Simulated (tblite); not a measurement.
C4H8NP.
Numbering: `[CH3:1][CH2:2][N:3]([CH3:4])[C:5]#[P:6]` (hydrogens: H7, H8, H9 on C1; H10, H11 on C2; H12, H13, H14 on C4)

Structure used (GFN2-xTB), in Å, numbered top down from 1:
```xyz
14
C4H8NP angstrom
C      1.848    0.347    0.012
C      0.614   -0.417    0.470
N     -0.586    0.063   -0.191
C     -1.725   -0.826   -0.186
C     -0.777    1.349   -0.373
P     -1.003    2.867   -0.664
H      2.736   -0.068    0.483
H      1.767    1.398    0.280
H      1.956    0.275   -1.067
H      0.719   -1.478    0.221
H      0.509   -0.333    1.563
H     -2.537   -0.374   -0.752
H     -2.075   -1.029    0.834
H     -1.448   -1.774   -0.654
```

Method: GFN2-xTB as coded in tblite; computed harmonic values from a numerical Hessian at the method's own geometry, unscaled. Errors from tens to a few hundred cm⁻¹ against measured bands are possible. One conformer, not necessarily the lowest.

Harmonic wavenumbers (cm⁻¹): 41.1, 107.6, 114.2, 167.6, 228.2, 270.0, 320.8, 395.2, 531.2, 692.9, 831.2, 955.9, 1063.1, 1086.9, 1091.1, 1118.0, 1192.0, 1233.9, 1257.6, 1341.7, 1408.0, 1412.6, 1470.2, 1480.4, 1484.0, 1486.7, 1495.9, 1808.1, 2857.3, 2913.5, 2944.2, 2975.6, 3037.6, 3040.4, 3044.8, 3046.9.

A = 3905, B = 2031, C = 1387 MHz; mass 101.039 u (most abundant isotopes); point group C1, symmetry number 1.

Task: What is the zero-point energy?

Result: ½Σν̃ = 24973 cm⁻¹ = 298.75 kJ/mol.

Task: What is S at 500 K and 1 bar for an ideal gas of classical rigid rotors and harmonic oscillators?

Result: Translation 177.17, rotation 122.64, vibration 145.52: S = 445.3 J/(mol K).

Task: And Cp and H(500 K) − H(0)?

Result: Cp = 166.02 J/(mol K), of which vibrations give 132.76 (their classical limit is 36 R = 299.3); H(500 K) − H(0) = 52.21 kJ/mol without the zero-point energy, 35.58 from vibrations.

Task: How do the functions run with temperature in this model?

Result: 
```csv
T (K),S (J/(mol K)),Cp (J/(mol K)),H − H(0) (kJ/mol),G − H(0) (kJ/mol),ln q(vib)
50,234.1,50.6,2.02,-9.69,0.46
100,275.3,69.4,5.04,-22.49,1.43
298.15,373.2,116.6,23.60,-87.66,5.37
373.15,401.3,135.4,33.05,-116.71,6.73
750,522.1,212.8,99.94,-291.63,13.09
1000,588.0,244.8,157.39,-430.60,16.96
```

q(vib) and H(0) count from the zero-point level.

Task: What must be added to the electronic energy to get the Gibbs energy at 500 K and 1 bar?

Result: ZPE + [H(500 K) − H(0)] − T·S = 298.75 + 52.21 − 222.66 = 128.30 kJ/mol.

Task: Which modes carry the vibrational entropy at 500 K?

Result: 41.1 cm⁻¹: 26.07; 107.6 cm⁻¹: 18.10; 114.2 cm⁻¹: 17.60; 167.6 cm⁻¹: 14.46; 228.2 cm⁻¹: 11.96; 270.0 cm⁻¹: 10.62 J/(mol K); the other 30 give 46.72 together.

Task: Blend soft modes into free rotors: weight 1/[1 + (100 cm⁻¹/ν̃)⁴] for the oscillator and the rest for a rotor with moment μB/(μ + B), μ = h/(8π²ν), B = 10⁻⁴⁴ kg m². What vibrational entropy results?

Result: 133.79 J/(mol K) in place of 145.52, which changes −T·S at 500 K by +5.86 kJ/mol.

Hindered rotation and anharmonicity are outside this model. Other conformers, if any are populated, would add a mixing term that is left out. The structure is chiral; the term R ln 2 for an equal mix with its mirror image is left out.
